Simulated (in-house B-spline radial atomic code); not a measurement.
Xe. Computed with a B-spline radial atomic code. Model: non-relativistic spherical atom: semilocal Troullier-Martins pseudo-atom, one channel per l, against all electrons, high spin, G0W0 and RPA with empty states to l = 8, local potential for every l without a channel, a model core (radius 0 = none) keeps its share of the functional.

The core holds an angular momentum without a channel of its own, so the local potential lets valence electrons into it.

Without relativity these are model numbers for so heavy an element.

What the tables leave out is listed at the end.

The pseudopotential gives back the lowest level of each angular momentum of its own functional in the configuration it was made in; a second state of the same l is only approximately right. Exact exchange, RPA and GW see the smooth pseudo-orbitals and miss the exchange with the core, for which the functional's share stands in. The column with an uncorrelated core keeps all orbitals and exact exchange, and so separates missing core correlation from pseudisation. Only the three outermost levels and the lowest empty one were computed. RPA here is direct RPA, with no exchange kernel, and its energies carry an (l + 1/2)⁻⁴ tail. A hybrid on a potential with a model core restores only its own semilocal share of the core's exchange.

Command:
```bash
python run_psgw.py task.json out
```
Settings (lengths in bohr, energies in hartree):
```
Z                      54
electrons              54
configuration          [Kr] 4d10 5s2 5p6
generated_in           [Kr] 4d10 5s2 5p6
functional             pbe,pbe
core_shells            9
radius_factor          0.9
core_correction        True
```

Cost of the run: 28 s on 1 thread of Arm Neoverse N1, on a shared host.

Given: made with PBE; model core radius 1.369 bohr; local radius 1.565 bohr; mean-field start PBE0.

Valence shells of the generating configuration: 5s, 5p.

Channel: s 1.535, p 1.734 (radii in bohr).

Computed: largest level miss in the spin-unpolarised generating configuration 0.001 eV; valence RPA correlation energy pseudo -0.52721 hartree; all-electron RPA polarisability, core included 22.112 bohr³; pseudo-atom RPA polarisability 25.19 bohr³.

```
level  occupied  mean-field all-electron (eV)  mean-field pseudo minus all (eV)  G0W0 all-electron (eV)  G0W0 uncorrelated core minus all (eV)  G0W0 pseudo minus all (eV)  exchange self-energy all-electron (eV)  exchange self-energy pseudo (eV)
   5p         1                       -9.5731                             0.028                 -12.614                                   0.29                      -0.224                                 -18.558                            -15.42
```

(1) What is the valence RPA correlation energy all-electron orbitals?

Answers

(1) -0.31661 hartree.

Among the listed levels the largest G0W0 shift of the pseudo-atom is -0.22 eV, for 5p on the PBE0 start, while leaving the core uncorrelated moves that level by +0.29 eV. The rest, -0.51 eV, comes from pseudisation and the lost core exchange. Not in the tables (levels of low weight, unsolved or above zero; the highest and the empty levels are kept at any weight): the PBE start was refused, since an empty level lay at or below an occupied one; on PBE0 the G0W0 levels 5s (pseudo minus all -9.54 eV, weights -0.00 and 0.25); no Hartree-Fock pseudo-atom is run with a model core.
